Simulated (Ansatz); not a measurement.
Relaxation of FH3Si (5 atoms, charge 0, multiplicity 1), to a largest force component of 0.03 eV/Å in at most 50 steps.

Level of theory: RKS PBE/def2-SVP (Ansatz).

```xyz
5
Properties=species:S:1:pos:R:3:forces:R:3
Si 0.202 0.000 0.090 0.06 0.00 -0.45
F 0.495 0.000 1.669 -0.75 0.00 1.80
H 1.636 0.000 -0.180 0.68 0.00 -1.34
H -0.545 1.225 -0.350 0.01 0.01 -0.01
H -0.545 -1.225 -0.350 0.01 -0.01 -0.01
```

Question: Where does it end, and by what steps?

Answer: It converged. After 4 steps the energy has fallen by 0.306 eV; H3 moved furthest, 0.22 Å.

```
step  energy less start (eV)  largest force component (eV/Å)  accepted
   0                  0.0000                           1.796       yes
   1                 -0.2897                           0.154       yes
   2                 -0.3020                           0.341       yes
   3                 -0.3055                           0.056       yes
   4                 -0.3056                           0.011       yes
```

```xyz
5
Properties=species:S:1:pos:R:3
Si 0.247 0.000 0.138
F 0.313 0.000 1.775
H 1.648 0.000 -0.401
H -0.482 1.231 -0.316
H -0.482 -1.231 -0.316
```

Whether the end is a true minimum wasn't checked by a vibrational analysis.

Run time: 5 s on 1 thread of Arm Neoverse V1 (shared host), peak memory 0.1 GiB.
